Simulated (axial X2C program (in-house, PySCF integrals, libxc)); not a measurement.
# Outer orbitals of SiN⁺ at 1.801 Å, PBE0

Computed with an in-house all-electron X2C program for linear molecules (integrals from PySCF). Spin-free means the one-electron spin-free X2C Hamiltonian; two-component (2c) means X2C with spin–orbit coupling and atomic mean-field two-electron Coulomb and Gaunt terms, so the difference of the two also holds small scalar two-electron terms. Basis: Si dyall-v3z [8s7p2d1f], N dyall-av3z [7s7p3d2f] (cores contracted in-house); Gaussian nuclei, density fitting, unrestricted open shells. Masses: Si 27.977 u, N 14.003 u.

The distance is close to the 2c PBE0 minimum; the highest filled and lowest empty levels are listed.

Spin-free orbitals, state M_S = 1, Λ = 0 (beyond evenly filled blocks: π+α, π-α) (Löwdin shares):

```
symmetry  occupied  ε (eV)             atomic character
      σα       yes  -30.83   69% N s, 10% Si p, 8% Si s
      σβ       yes  -27.56  63% N s, 12% Si s, 10% Si p
      σα       yes  -20.12   45% Si s, 36% N p, 11% N s
      σβ       yes  -19.24   46% Si s, 28% N p, 14% N s
     π+α       yes  -17.48   82% N p, 11% Si p, 4% Si d
     π-α       yes  -17.48   82% N p, 11% Si p, 4% Si d
      σα       yes  -15.78  46% N p, 27% Si p, 18% Si s
      σβ       yes  -15.16  51% N p, 28% Si p, 12% Si s
     π+β        no  -11.84    48% N p, 45% Si p, 4% N d
     π-β        no  -11.84    48% N p, 45% Si p, 4% N d
     π+α        no   -9.94    72% Si p, 12% N p, 9% N d
     π-α        no   -9.94    72% Si p, 12% N p, 9% N d
```

Spinors with spin–orbit coupling (state Ω = 1):

```csv
ω,occupied,ε (eV),atomic character,λ mixture
1/2,yes,-30.83,"69% N s, 10% Si p, 8% Si s",100% σ
-1/2,yes,-27.56,"63% N s, 12% Si s, 10% Si p",100% σ
1/2,yes,-20.12,"45% Si s, 36% N p, 11% N s",100% σ
-1/2,yes,-19.24,"46% Si s, 28% N p, 14% N s",100% σ
-1/2,yes,-17.49,"82% N p, 11% Si p, 4% Si d",100% π
3/2,yes,-17.48,"83% N p, 10% Si p, 4% Si d",100% π
1/2,yes,-15.78,"46% N p, 27% Si p, 18% Si s",100% σ
-1/2,yes,-15.16,"51% N p, 28% Si p, 12% Si s",100% σ
1/2,no,-11.84,"48% N p, 45% Si p, 4% N d",100% π
-3/2,no,-11.83,"49% N p, 45% Si p, 4% N d",100% π
-1/2,no,-9.95,"72% Si p, 12% N p, 9% N d",100% π
3/2,no,-9.93,"72% Si p, 12% N p, 9% N d",100% π
```

Mulliken charges and populations of the two-component result (they depend on the basis, above all on diffuse functions):

Si 0.98 e (s 5.89 p 6.99 d 0.12 f 0.02), N 0.02 e (s 3.89 p 3.05 d 0.04). ⟨Lz⟩ = 0.00 ħ and ⟨Sz⟩ = 1.00 ħ (0.11 and 0.89 on the two atoms), which add up to Ω.

One determinant describes the state; a PBE0 search over occupations chose it and may have missed a lower one. Density functionals use the spin component along the axis (collinear). Other states lie close and PBE0, whose exact exchange favours high spin, may order them wrongly; the determinant shown need not be the ground state. The nearest other spin-free determinant of the search, M_S = 1, Λ = 1, lies 0.49 eV up at the distance of the search. With several unpaired electrons one determinant need not be a pure state. Open-shell Ω = 0 determinants with evenly filled partner blocks cannot be reached by this program, so the Ω shown need not be the lowest component. This is the Ω = 1 component of a π² triplet; the 0⁺ component is not one determinant and can lie lowest.
